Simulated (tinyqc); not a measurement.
CCSD on RHF in the sto-3g basis, for CH3-, spin multiplicity 1, step by step (part 2 of 2). The basis has no diffuse functions, so it cannot describe the extra electron: this is an exercise in the method, not the real anion. Computed by tinyqc, a small Python program that keeps every step (integrals from PySCF). Command: `OMP_NUM_THREADS=1 python tinyqc.py 21900 21901 out.jsonl` (the two numbers bound the seeds that draw the settings). One thread of a shared host (Intel(R) Xeon(R) Processor @ 2.60GHz), about 0.3 s of CPU time with the checks.

Geometry (angstrom):
```
atom          x          y         z
C      0.000000   0.000000  0.077000
H      1.008000   0.000000  0.000000
H     -0.504000   0.873000  0.000000
H     -0.504000  -0.873000  0.000000
```

## Convergence

Stop when the energy changes by less than 1e-10 hartree and every element of the error matrix X^T (F D S - S D F) X is below 3e-06.

Course of the cycle:
```
iteration   E (hartree)     change  largest element of the error matrix
1          -41.87074157          -                             1.20e+00
2          -38.78498386   3.09e+00                             4.94e-02
3          -38.78977698  -4.79e-03                             1.24e-02
4          -38.79020307  -4.26e-04                             1.33e-03
5          -38.79020577  -2.70e-06                             1.96e-04
6          -38.79020583  -5.73e-08                             2.66e-06
7          -38.79020583  -1.45e-11                             5.69e-08
```

PySCF RHF in the same basis = -38.79020583 hartree

Converged in 7 iterations.

## Integrals over molecular orbitals

coefficients C, order 1C 1s, 1C 2s, 1C 2px, 1C 2py, 1C 2pz, 2H 1s, 3H 1s, 4H 1s:
$$\begin{pmatrix}
0.991692 & -0.213429 & 0.000000 & 0.000004 & -0.023727 & -0.246291 & 0.000000 & -0.000065 \\
0.039403 & 0.535754 & 0.000000 & -0.000022 & 0.110410 & 1.639608 & 0.000000 & 0.000479 \\
0.000001 & 0.000015 & 0.000000 & 0.464934 & 0.000001 & -0.000295 & 0.000000 & 1.253781 \\
0.000000 & 0.000000 & 0.464927 & 0.000000 & 0.000000 & 0.000000 & 1.253778 & 0.000000 \\
-0.001539 & -0.028245 & 0.000000 & -0.000001 & 0.994584 & -0.137389 & 0.000000 & -0.000039 \\
-0.008187 & 0.266017 & 0.000000 & 0.566527 & -0.022737 & -0.792598 & 0.000000 & -1.063209 \\
-0.008186 & 0.265996 & 0.490634 & -0.283280 & -0.022739 & -0.792971 & -0.920547 & 0.531262 \\
-0.008186 & 0.265996 & -0.490634 & -0.283280 & -0.022739 & -0.792971 & 0.920547 & 0.531262
\end{pmatrix}$$

core Hamiltonian H = T + V (hartree), order 1C 1s, 1C 2s, 1C 2px, 1C 2py, 1C 2pz, 2H 1s, 3H 1s, 4H 1s:
$$\begin{pmatrix}
-19.331935 & -4.668126 & -0.000002 & 0.000000 & 0.004498 & -1.418850 & -1.418718 & -1.418718 \\
-4.668126 & -6.225195 & -0.000018 & 0.000000 & 0.043858 & -2.993548 & -2.993379 & -2.993379 \\
-0.000002 & -0.000018 & -5.249893 & 0.000000 & 0.000002 & -2.349791 & 1.174800 & 1.174800 \\
0.000000 & 0.000000 & 0.000000 & -5.249895 & 0.000000 & 0.000000 & -2.034932 & 2.034932 \\
0.004498 & 0.043858 & 0.000002 & 0.000000 & -5.035342 & 0.191325 & 0.191311 & 0.191311 \\
-1.418850 & -2.993548 & -2.349791 & 0.000000 & 0.191325 & -4.120210 & -0.969203 & -0.969203 \\
-1.418718 & -2.993379 & 1.174800 & -2.034932 & 0.191311 & -0.969203 & -4.120092 & -0.969099 \\
-1.418718 & -2.993379 & 1.174800 & 2.034932 & 0.191311 & -0.969203 & -0.969099 & -4.120092
\end{pmatrix}$$

Given earlier and not repeated: Two-electron integrals (ij|kl) in chemists' order.

(pq|rs) = sum C_ip C_jq C_kr C_ls (ij|kl), one index at a time.

one-electron integrals over orbitals h = C^T H C (hartree):
$$\begin{pmatrix}
-19.312857 & 0.373450 & 0.000000 & -0.000009 & 0.038167 & 0.394946 & 0.000000 & 0.000101 \\
0.373450 & -4.976178 & 0.000000 & -0.000021 & -0.019051 & -0.978114 & 0.000000 & -0.000286 \\
0.000000 & 0.000000 & -4.508578 & 0.000000 & 0.000000 & 0.000000 & -0.975657 & 0.000000 \\
-0.000009 & -0.000021 & 0.000000 & -4.508618 & 0.000003 & 0.000289 & 0.000000 & -0.975628 \\
0.038167 & -0.019051 & 0.000000 & 0.000003 & -5.028703 & 0.065013 & 0.000000 & 0.000015 \\
0.394946 & -0.978114 & 0.000000 & 0.000289 & 0.065013 & -3.866624 & 0.000000 & 0.000092 \\
0.000000 & 0.000000 & -0.975657 & 0.000000 & 0.000000 & 0.000000 & -4.198403 & 0.000000 \\
0.000101 & -0.000286 & 0.000000 & -0.975628 & 0.000015 & 0.000092 & 0.000000 & -4.198388
\end{pmatrix}$$

Two-electron integrals over orbitals (pq|rs), unique and non-zero (hartree):
```
(11|11) 3.499463    (21|11) -0.284907   (21|21) 0.036151    (22|11) 0.692958
(22|21) -0.008464   (22|22) 0.503941    (31|31) 0.006798    (32|31) 0.012460
(32|32) 0.128424    (33|11) 0.611006    (33|21) -0.003269   (33|22) 0.491021
(33|33) 0.543948    (41|11) 0.000006    (41|21) -5.17e-07   (41|22) 1.15e-06
(41|33) -0.003866   (41|41) 0.006798    (42|11) 2.60e-06    (42|21) 5.54e-07
(42|22) 0.000010    (42|33) -0.066614   (42|41) 0.012460    (42|42) 0.128430
(43|31) -0.003866   (43|32) -0.066618   (43|43) 0.052864    (44|11) 0.611015
(44|21) -0.003269   (44|22) 0.491033    (44|33) 0.438237    (44|41) 0.003866
(44|42) 0.066611    (44|44) 0.543946    (51|11) -0.030914   (51|21) 0.003181
(51|22) -0.003294   (51|33) -0.001295   (51|41) -9.75e-08   (51|42) -5.77e-09
(51|44) -0.001295   (51|51) 0.022238    (52|11) 0.010448    (52|21) -0.001516
(52|22) -0.007480   (52|33) -0.002968   (52|41) 2.70e-08    (52|42) 1.17e-07
(52|44) -0.002968   (52|51) 0.022781    (52|52) 0.084177    (53|31) 0.000574
(53|32) -0.000714   (53|43) 0.001385    (53|53) 0.020387    (54|11) -9.89e-07
(54|21) 7.15e-08    (54|22) -4.82e-08   (54|33) 0.001384    (54|41) 0.000574
(54|42) -0.000714   (54|44) -0.001384   (54|51) -5.59e-07   (54|52) -1.37e-06
(54|54) 0.020388    (55|11) 0.851249    (55|21) -0.009652   (55|22) 0.532226
(55|33) 0.490071    (55|41) 1.88e-07    (55|42) 1.55e-06    (55|44) 0.490076
(55|51) 0.004146    (55|52) 0.019259    (55|54) -9.96e-07   (55|55) 0.674958
(61|11) -0.324215   (61|21) 0.042000    (61|22) -0.008905   (61|33) -0.003295
(61|41) -4.12e-06   (61|42) -0.000005   (61|44) -0.003298   (61|51) 0.002007
(61|52) -0.003293   (61|54) -1.91e-07   (61|55) -0.008768   (61|61) 0.049026
(62|11) 0.264683    (62|21) -0.009604   (62|22) 0.066323    (62|33) 0.038022
(62|41) -2.03e-06   (62|42) -4.14e-06   (62|44) 0.038032    (62|51) -0.003518
(62|52) -0.004228   (62|54) -1.14e-06   (62|55) 0.131588    (62|61) -0.009927
(62|62) 0.077980    (63|31) 0.003627    (63|32) -0.041656   (63|43) 0.040823
(63|53) 0.002091    (63|63) 0.059558    (64|11) -0.000070   (64|21) 1.67e-06
(64|22) -0.000022   (64|33) 0.040797    (64|41) 0.003629    (64|42) -0.041629
(64|44) -0.040819   (64|51) 1.05e-08    (64|52) -1.91e-06   (64|54) 0.002090
(64|55) -0.000035   (64|61) -1.09e-07   (64|62) -0.000031   (64|64) 0.059526
(65|11) -0.012919   (65|21) -0.001029   (65|22) -0.011571   (65|33) -0.004816
(65|41) -4.04e-07   (65|42) -2.65e-06   (65|44) -0.004819   (65|51) 0.024546
(65|52) 0.074144    (65|54) -0.000007   (65|55) 0.005197    (65|61) -0.003038
(65|62) -0.012048   (65|64) 1.28e-06    (65|65) 0.074252    (66|11) 0.713418
(66|21) -0.011797   (66|22) 0.490796    (66|33) 0.482131    (66|41) -0.000006
(66|42) -0.000055   (66|44) 0.482075    (66|51) -0.006586   (66|52) -0.015308
(66|54) 7.95e-07    (66|55) 0.520489    (66|61) -0.011875   (66|62) 0.054011
(66|64) 0.000006    (66|65) -0.018891   (66|66) 0.500593    (71|31) 0.013118
(71|32) 0.020973    (71|43) -0.005751   (71|53) 0.001163    (71|63) 0.006844
(71|71) 0.025575    (72|31) 0.008744    (72|32) 0.008763    (72|43) 0.021035
(72|53) 0.004252    (72|63) 0.043577    (72|71) 0.015803    (72|72) 0.051964
(73|11) 0.239530    (73|21) -0.005332   (73|22) 0.065539    (73|33) 0.019373
(73|41) 0.002920    (73|42) 0.051632    (73|44) 0.065386    (73|51) 0.000281
(73|52) 0.007658    (73|54) -0.001363   (73|55) 0.116407    (73|61) -0.005415
(73|62) 0.072567    (73|64) -0.029402   (73|65) -0.000681   (73|66) 0.046602
(73|73) 0.110225    (74|31) 0.002920    (74|32) 0.051632    (74|43) -0.023009
(74|53) -0.001363   (74|63) -0.029398   (74|71) 0.005477    (74|72) -0.004108
(74|74) 0.036821    (75|31) 0.001618    (75|32) 0.010297    (75|43) -0.004457
(75|53) 0.018567    (75|63) -0.002344   (75|71) 0.003004    (75|72) 0.003691
(75|74) 0.003968    (75|75) 0.024707    (76|31) 0.013069    (76|32) 0.110414
(76|43) -0.057537   (76|53) -0.000973   (76|63) -0.040037   (76|71) 0.023072
(76|72) 0.004927    (76|74) 0.050579    (76|75) 0.009141    (76|76) 0.109389
(77|11) 0.800975    (77|21) -0.010439   (77|22) 0.518768    (77|33) 0.539854
(77|41) 0.001273    (77|42) -0.022943   (77|44) 0.476434    (77|51) -0.000638
(77|52) 0.003463    (77|54) 0.002186    (77|55) 0.550745    (77|61) -0.010502
(77|62) 0.074689    (77|64) 0.034321    (77|65) -0.002207   (77|66) 0.516331
(77|73) 0.072866    (77|77) 0.595486    (81|11) -0.000085   (81|21) 0.000012
(81|22) -6.73e-07   (81|33) -0.005751   (81|41) 0.013118    (81|42) 0.020973
(81|44) 0.005748    (81|51) 5.23e-07    (81|52) -8.15e-07   (81|54) 0.001164
(81|55) -2.19e-06   (81|61) 0.000007    (81|62) -0.000007   (81|64) 0.006847
(81|65) -1.54e-06   (81|66) -0.000015   (81|73) 0.005476    (81|77) 0.003233
(81|81) 0.025575    (82|11) 0.000077    (82|21) -2.39e-06   (82|22) 0.000020
(82|33) 0.021049    (82|41) 0.008744    (82|42) 0.008757    (82|44) -0.021026
(82|51) -8.88e-07   (82|52) -6.49e-07   (82|54) 0.004252    (82|55) 0.000038
(82|61) -0.000007   (82|62) 0.000010    (82|64) 0.043577    (82|65) -3.88e-06
(82|66) 0.000013    (82|73) -0.004088   (82|77) 0.029694    (82|81) 0.015802
(82|82) 0.051964    (83|31) 0.002921    (83|32) 0.051622    (83|43) -0.022999
(83|53) -0.001363   (83|63) -0.029383   (83|71) 0.005480    (83|72) -0.004095
(83|74) 0.031938    (83|75) 0.003967    (83|76) 0.050570    (83|83) 0.036806
(84|11) 0.239527    (84|21) -0.005332   (84|22) 0.065529    (84|33) 0.065394
(84|41) -0.002920   (84|42) -0.051645   (84|44) 0.019365    (84|51) 0.000281
(84|52) 0.007658    (84|54) 0.001363    (84|55) 0.116403    (84|61) -0.005412
(84|62) 0.072567    (84|64) 0.029371    (84|65) -0.000678   (84|66) 0.046651
(84|73) 0.041452    (84|77) 0.085664    (84|81) -0.005478   (84|82) 0.004139
(84|84) 0.110240    (85|11) -3.10e-06   (85|21) -2.09e-07   (85|22) -2.19e-06
(85|33) -0.004458   (85|41) 0.001618    (85|42) 0.010297    (85|44) 0.004455
(85|51) 0.000007    (85|52) 0.000020    (85|54) 0.018567    (85|55) 1.71e-06
(85|61) -1.55e-06   (85|62) -4.08e-06   (85|64) -0.002342   (85|65) 0.000013
(85|66) -0.000009   (85|73) 0.003968    (85|77) -0.000184   (85|81) 0.003004
(85|82) 0.003691    (85|84) -0.003969   (85|85) 0.024707    (86|11) -0.000017
(86|21) -2.77e-08   (86|22) 1.78e-06    (86|33) -0.057522   (86|41) 0.013069
(86|42) 0.110404    (86|44) 0.057505    (86|51) -1.55e-06   (86|52) -4.69e-06
(86|54) -0.000972   (86|55) -0.000005   (86|61) -0.000006   (86|62) -0.000008
(86|64) -0.039992   (86|65) -0.000007   (86|66) -0.000058   (86|73) 0.050568
(86|77) -0.021390   (86|81) 0.023073    (86|82) 0.004938    (86|84) -0.050596
(86|85) 0.009140    (86|86) 0.109366    (87|31) 0.001276    (87|32) -0.022916
(87|43) 0.031699    (87|53) 0.002186    (87|63) 0.034338    (87|71) 0.003242
(87|72) 0.029672    (87|74) -0.006385   (87|75) -0.000181   (87|76) -0.021370
(87|83) -0.006375   (87|87) 0.034433    (88|11) 0.800972    (88|21) -0.010439
(88|22) 0.518770    (88|33) 0.476399    (88|41) -0.001266   (88|42) 0.023004
(88|44) 0.539887    (88|51) -0.000638   (88|52) 0.003463    (88|54) -0.002187
(88|55) 0.550745    (88|61) -0.010500   (88|62) 0.074702    (88|64) -0.034389
(88|65) -0.002207   (88|66) 0.516309    (88|73) 0.085686    (88|77) 0.526586
(88|81) -0.003226   (88|82) -0.029648   (88|84) 0.072829    (88|85) 0.000187
(88|86) 0.021427    (88|88) 0.595508
```

## CCSD: starting amplitudes

orbital energies (hartree): MO1 -10.352924, MO2 -0.434946, MO3 -0.112434, MO4 -0.112433, MO5 0.226306, MO6 1.190852, MO7 1.325857, MO8 1.325866

t_ij^ab = <ij||ab> / (e_i + e_j - e_a - e_b), whose energy is MP2.

Starting amplitudes (spin orbitals 1a, 1b, ...; amplitudes related by a flip of all spins are not repeated; the 24 largest):
```
from      to          t
5a 5b  6a 6b  -0.038490
4a 4b  8a 8b  -0.038323
3a 3b  7a 7b  -0.038318
2a 2b  6a 6b  -0.023982
2a 3b  6a 7b  -0.023683
2a 4b  6a 8b  -0.023683
3a 3b  6a 6b  -0.022849
4a 4b  6a 6b  -0.022837
2a 2b  7a 7b  -0.014756
2a 2b  8a 8b  -0.014756
3a 4b  7a 8b  -0.014410
2a 3b  6b 7a   0.014222
2a 4b  6b 8a   0.014222
4a 4b  7a 7b  -0.012800
3a 3b  8a 8b  -0.012795
5a 5b  7a 7b  -0.011235
5a 5b  8a 8b  -0.011235
3a 4b  7b 8a   0.011103
3a 4b  6b 7a  -0.010724
3a 4b  6a 7b   0.010723
3a 3b  6a 8b   0.010718
4a 4b  6a 8b  -0.010713
2a 3a  6a 7a  -0.009461
2a 4a  6a 8a  -0.009461
```

correlation energy = -0.03444456 hartree

## CCSD: amplitude update 1

t_i^a D_i^a and t_ij^ab D_ij^ab are set to the remaining terms of the spin-orbital equations, evaluated with the old amplitudes; for the doubles these are <ij||ab> + 1/2 <ab||ef> t_ij^ef + 1/2 <mn||ij> t_mn^ab + P(ij)P(ab) <mb||ej> t_im^ae + terms in t^2 + terms with t1, D the orbital-energy denominators.

Amplitudes after update 1 (spin orbitals 1a, 1b, ...; amplitudes related by a flip of all spins are not repeated; the 24 largest):
```
from      to          t
5a 5b  6a 6b  -0.050620
4a 4b  8a 8b  -0.048581
3a 3b  7a 7b  -0.048574
2a 3b  6a 7b  -0.030095
2a 4b  6a 8b  -0.030094
3a 3b  6a 6b  -0.029774
4a 4b  6a 6b  -0.029758
2a 2b  6a 6b  -0.028264
2a 3b  6b 7a   0.020167
2a 4b  6b 8a   0.020166
3a 4b  7a 8b  -0.018210
2a 2b  8a 8b  -0.017647
2a 2b  7a 7b  -0.017647
3a 4b  7b 8a   0.016015
3a 4b  6b 7a  -0.014344
3a 4b  6a 7b   0.014344
4a 4b  7a 7b  -0.014343
3a 3b  8a 8b  -0.014336
3a 3b  6a 8b   0.014335
4a 4b  6a 8b  -0.014330
5a 5b  7a 7b  -0.012564
5a 5b  8a 8b  -0.012563
2a 3a  6a 7a  -0.009928
2a 4a  6a 8a  -0.009928
```

correlation energy = -0.04377589 hartree

## CCSD: amplitude update 2

As before.

Amplitudes after update 2 (spin orbitals 1a, 1b, ...; amplitudes related by a flip of all spins are not repeated; the 24 largest):
```
from      to          t
5a 5b  6a 6b  -0.054784
4a 4b  8a 8b  -0.051813
3a 3b  7a 7b  -0.051805
3a 3b  6a 6b  -0.032037
4a 4b  6a 6b  -0.032020
2a 3b  6a 7b  -0.031810
2a 4b  6a 8b  -0.031809
2a 2b  6a 6b  -0.029343
2a 3b  6b 7a   0.022293
2a 4b  6b 8a   0.022292
3a 4b  7a 8b  -0.019340
2a 2b  8a 8b  -0.018415
2a 2b  7a 7b  -0.018415
3a 4b  7b 8a   0.018019
3a 4b  6b 7a  -0.015411
3a 4b  6a 7b   0.015411
3a 3b  6a 8b   0.015401
4a 4b  6a 8b  -0.015396
4a 4b  7a 7b  -0.014440
3a 3b  8a 8b  -0.014432
5a 5b  7a 7b  -0.012229
5a 5b  8a 8b  -0.012229
2a 3a  6a 7a  -0.009517
2a 4a  6a 8a  -0.009517
```

correlation energy = -0.04655007 hartree

## CCSD: amplitude update 3

As before.

Amplitudes after update 3 (spin orbitals 1a, 1b, ...; amplitudes related by a flip of all spins are not repeated; the 24 largest):
```
from      to          t
5a 5b  6a 6b  -0.056343
4a 4b  8a 8b  -0.052918
3a 3b  7a 7b  -0.052911
3a 3b  6a 6b  -0.032730
4a 4b  6a 6b  -0.032712
2a 3b  6a 7b  -0.032307
2a 4b  6a 8b  -0.032306
2a 2b  6a 6b  -0.029687
2a 3b  6b 7a   0.023058
2a 4b  6b 8a   0.023057
3a 4b  7a 8b  -0.019709
3a 4b  7b 8a   0.018809
2a 2b  8a 8b  -0.018646
2a 2b  7a 7b  -0.018646
3a 4b  6b 7a  -0.015709
3a 4b  6a 7b   0.015708
3a 3b  6a 8b   0.015698
4a 4b  6a 8b  -0.015693
4a 4b  7a 7b  -0.014387
3a 3b  8a 8b  -0.014379
5a 5b  7a 7b  -0.011827
5a 5b  8a 8b  -0.011827
2a 3a  6a 7a  -0.009249
2a 4a  6a 8a  -0.009248
```

correlation energy = -0.04742837 hartree

## CCSD: convergence

E_corr = 1/4 sum <ij||ab> t_ij^ab + 1/2 sum <ij||ab> t_i^a t_j^b; stop when the norm of the change is below 1e-8.

Course of the amplitude iterations:
```
update  correlation energy (hartree)  norm of the change
0                        -0.03444456                   -
1                        -0.04377589            6.39e-02
2                        -0.04655007            2.09e-02
3                        -0.04742837            7.37e-03
4                        -0.04772085            2.77e-03
5                        -0.04782215            1.11e-03
6                        -0.04785842            4.64e-04
7                        -0.04787181            2.02e-04
8                        -0.04787690            9.04e-05
9                        -0.04787889            4.11e-05
10                       -0.04787968            1.89e-05
11                       -0.04788001            8.75e-06
12                       -0.04788015            4.07e-06
13                       -0.04788021            1.90e-06
14                       -0.04788024            8.93e-07
15                       -0.04788025            4.21e-07
16                       -0.04788025            1.99e-07
17                       -0.04788025            9.47e-08
18                       -0.04788026            4.52e-08
19                       -0.04788026            2.17e-08
20                       -0.04788026            1.05e-08
21                       -0.04788026            5.12e-09
```

Converged amplitudes (spin orbitals 1a, 1b, ...; amplitudes related by a flip of all spins are not repeated; the 24 largest):
```
from      to          t
5a 5b  6a 6b  -0.057463
4a 4b  8a 8b  -0.053564
3a 3b  7a 7b  -0.053557
3a 3b  6a 6b  -0.032970
4a 4b  6a 6b  -0.032952
2a 3b  6a 7b  -0.032538
2a 4b  6a 8b  -0.032537
2a 2b  6a 6b  -0.029915
2a 3b  6b 7a   0.023511
2a 4b  6b 8a   0.023510
3a 4b  7a 8b  -0.019917
3a 4b  7b 8a   0.019317
2a 2b  8a 8b  -0.018759
2a 2b  7a 7b  -0.018759
3a 4b  6b 7a  -0.015795
3a 4b  6a 7b   0.015795
3a 3b  6a 8b   0.015784
4a 4b  6a 8b  -0.015779
4a 4b  7a 7b  -0.014316
3a 3b  8a 8b  -0.014308
5a 5b  7a 7b  -0.011318
5a 5b  8a 8b  -0.011318
2a 3a  6a 7a  -0.009027
2a 4a  6a 8a  -0.009027
```

CCSD total energy = -38.83808609 hartree

T1 diagnostic, norm of the one-spin t1 over sqrt(correlated electrons) = 0.001344

Converged in 21 updates.
